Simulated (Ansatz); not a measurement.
## Structure relaxation of Li2Cd

These are results of Ansatz 0.2.0, DFT PBE, scalar-relativistic, plane waves, PAW, not measurements. Cutoff 420 eV, Γ-centred k mesh, Gaussian smearing, no spin polarisation in the final step.

A relaxed cell is given with its space group left out.

```yaml
crystal:
  lattice:
    - [-1.69990, 1.69990, 4.78535]
    - [1.69990, -1.69990, 4.78535]
    - [1.69990, 1.69990, -4.78535]
  atoms:
    - { symbol: Li, position: [0.66533, 0.66533, 0.00000] }
    - { symbol: Li, position: [0.33467, 0.33467, 0.00000] }
    - { symbol: Cd, position: [0.00000, 0.00000, 0.00000] }
```

The zero of energy is the elements' standard structures at the same level; no fitted shifts are applied.

Q: What space group does it have?

A: I4/mmm (No. 139). Conventional cell: a = 3.400 Å, c = 9.571 Å. Li is coordinated by 4 Cd at 2.88 Å, 4 Li at 2.90 Å, 1 Li at 3.16 Å, 1 Cd at 3.20 Å and 4 Li at 3.40 Å; Cd is coordinated by 8 Li at 2.88 Å, 2 Li at 3.20 Å and 4 Cd at 3.40 Å.

Q: What is its formation energy per atom?

A: -0.20 eV/atom.

Q: Is it a metal?

A: Yes, bands cross the Fermi level on the 20×20×20 mesh.

The final run used a 20×20×20 mesh on its 3-atom cell and 0.10 eV smearing. For metals, differences of a few meV/atom aren't resolved. The cell came from a trial start, so Li2Cd may not exist in this structure.

Cost: 3 runs of about 6.7 core-minutes in all, on Arm Neoverse V1 (shared hosts).